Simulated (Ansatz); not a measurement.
For zinc-blende CuI, PBE+SOC (plane waves, PAW; Ansatz, a program for electronic structure) gives:

- lattice parameter a: 6.082 Å
- bulk modulus: 38.6 GPa
- band gap at the measured cell: 0.99 eV

What does r²SCAN0 (plane waves, PAW; Ansatz) give for the same quantities?


- lattice constant a: 6.061 Å (decreases by 0.3 %)
- bulk modulus: 39.7 GPa (rises by 2.8 %)
- band gap at the measured cell: 3.64 eV (rises by 2.65 eV)

For comparison: lattice constant a 6.053 ± 0.003 Å (measured, temperature not stated, no zero-point or thermal correction, our sources range from 6.044 to 6.054; as tabulated in arXiv:2305.18931); bulk modulus 36.6 GPa (measured, temperature not stated, no zero-point or thermal correction; as tabulated in Gopakumar et al. (2017), arXiv:1612.07068); band gap 3.12 eV (measured, temperature not stated, no zero-point or thermal correction, our sources range from 2.95 to 3.12; as tabulated in Abedi et al. (2022), arXiv:2211.14644).

Changes are worked out from the printed values.

Unless a cell is named, each level is at its own relaxed cell (PBE+SOC 28.12, r²SCAN0 27.84 Å³/atom).

Levels without +SOC have no spin–orbit coupling; where heavier elements are present it shifts gaps, mostly down, and can invert bands. Density-functional gaps are differences of (generalised) Kohn–Sham levels.

Ansatz's density-functional and Hartree–Fock values are scalar-relativistic unless marked +SOC, with PAW data made under PBE.
